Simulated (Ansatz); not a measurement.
System: antifluorite Mg2Sn. Method: PBE0-D3(BJ) in Ansatz (plane waves, PAW).

Numerical settings: plane-wave cutoff 460 eV, 6×6×6 k mesh, Fermi–Dirac smearing 0.01 eV, scalar-relativistic PAW data made under PBE.

Cell (relaxed at this level):

```cif
data_Mg2Sn
_chemical_formula_sum 'Mg2 Sn1'
_space_group_name_H-M_alt 'P 1'
_space_group_IT_number 1
_cell_length_a 4.70599
_cell_length_b 4.70599
_cell_length_c 4.70599
_cell_angle_alpha 60.000
_cell_angle_beta 60.000
_cell_angle_gamma 60.000
loop_
_space_group_symop_operation_xyz
  'x, y, z'
loop_
_atom_site_label
_atom_site_type_symbol
_atom_site_fract_x
_atom_site_fract_y
_atom_site_fract_z
_atom_site_occupancy
Mg1 Mg 0.25000 0.25000 0.25000 1
Mg2 Mg 0.75000 0.75000 0.75000 1
Sn1 Sn 0.00000 0.00000 0.00000 1
```

Problem. Estimate the band gap, Γ–Γ gap, smallest direct gap on the k points sampled and bulk modulus B0 that the calculation returns.

Solution. 
- band gap = 0.88 eV (on the SCF k mesh)
- Γ–Γ gap = 2.93 eV
- smallest direct gap on the k points sampled = 2.92 eV
- bulk modulus B0 = 50.8 GPa

Measured, for comparison: band gap 0.36 eV (temperature not stated, no zero-point or thermal correction, indirect, Γ–X; as tabulated in Ryu et al. (2019), arXiv:1905.06140).

Spin–orbit coupling is not included.

Static lattice: no zero-point or thermal effects.

Computing time: roughly 12 core-minutes.

Ansatz is a first-principles code.
